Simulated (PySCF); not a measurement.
## MgS: one state, many levels of theory

State: ¹Σ⁺ (singlet), closed shell. Set-up: basis Mg pcseg-2, S pcseg-2; no relativity; PySCF 2.14. De refers to Mg + S in their high-spin ground configurations, without counterpoise correction. A positive dipole means Mg(−)S(+).

```json
{"Level": "RHF", "Re (Å)": "2.138", "ωe (cm⁻¹)": "548", "De (eV)": "0.262", "μ (D)": "-9.32", "CPU s a point (SCF and correlation, without the integrals)": "0.045"}
{"Level": "RHF-MP2", "Re (Å)": "2.146", "ωe (cm⁻¹)": "565", "De (eV)": "2.03", "μ (D)": "n/a", "CPU s a point (SCF and correlation, without the integrals)": "0.066"}
{"Level": "RHF-SCS-MP2", "Re (Å)": "2.153", "ωe (cm⁻¹)": "549", "De (eV)": "1.86", "μ (D)": "n/a", "CPU s a point (SCF and correlation, without the integrals)": "n/a"}
{"Level": "RHF-CCSD", "Re (Å)": "2.156", "ωe (cm⁻¹)": "524", "De (eV)": "1.50", "μ (D)": "n/a", "CPU s a point (SCF and correlation, without the integrals)": "n/a"}
{"Level": "RHF-CCSD(T)", "Re (Å)": "2.160", "ωe (cm⁻¹)": "530", "De (eV)": "1.77", "μ (D)": "n/a", "CPU s a point (SCF and correlation, without the integrals)": "0.7"}
{"Level": "PBE", "Re (Å)": "2.158", "ωe (cm⁻¹)": "525", "De (eV)": "2.33", "μ (D)": "-7.16", "CPU s a point (SCF and correlation, without the integrals)": "0.28"}
{"Level": "TPSS", "Re (Å)": "2.152", "ωe (cm⁻¹)": "532", "De (eV)": "2.29", "μ (D)": "-7.52", "CPU s a point (SCF and correlation, without the integrals)": "0.39"}
{"Level": "r²SCAN", "Re (Å)": "2.140", "ωe (cm⁻¹)": "550", "De (eV)": "2.33", "μ (D)": "-7.74", "CPU s a point (SCF and correlation, without the integrals)": "0.36"}
{"Level": "TPSSh", "Re (Å)": "2.145", "ωe (cm⁻¹)": "540", "De (eV)": "2.18", "μ (D)": "-7.77", "CPU s a point (SCF and correlation, without the integrals)": "0.42"}
{"Level": "r²SCANh", "Re (Å)": "2.136", "ωe (cm⁻¹)": "554", "De (eV)": "2.22", "μ (D)": "-7.93", "CPU s a point (SCF and correlation, without the integrals)": "0.4"}
{"Level": "PBE0", "Re (Å)": "2.139", "ωe (cm⁻¹)": "546", "De (eV)": "2.06", "μ (D)": "-7.86", "CPU s a point (SCF and correlation, without the integrals)": "0.58"}
```

Q: Which functional lies closest to RHF-CCSD(T) in De, which farthest, and by how much do they differ from it?

A: Closest is PBE0 (-2.1 pm in Re, +3.0 % in ωe, +0.29 eV in De against RHF-CCSD(T) in the same basis), farthest PBE (-0.2 pm in Re, -0.9 % in ωe, +0.56 eV in De). CCSD(T) converges more slowly with the basis than the functionals do and binds too weakly in this one, so the order can change at the basis-set limit.

Q: What does a quarter of exact exchange do here, going from PBE to PBE0?

A: PBE0 less PBE: -1.9 pm in Re, +4.0 % in ωe, -0.27 eV in De. Exact exchange removes part of the self-interaction that spreads semilocal densities, and in most molecules shortens and stiffens the bond and lowers De; so it does here.

Q: What does all correlation do here, going from RHF to RHF-CCSD(T)?

A: RHF-CCSD(T) less RHF: +2.2 pm in Re, -3.3 % in ωe, +1.51 eV in De. Correlation nearly always deepens the well. The bond lengthens, as in strong covalent bonds, where excitations into antibonding orbitals dominate.

Correlated steps freeze 6 core orbitals. Where the molecule has an RHF reference, its open-shell atoms are computed with UHF. The CCSD T1 diagnostic is raised, a sign that a single reference may not be enough here.

The whole job (state search and all levels along the bond) took about 0.9 min on 1 thread of Intel Xeon 6975P-C (shared host), peak memory 0.62 GiB.
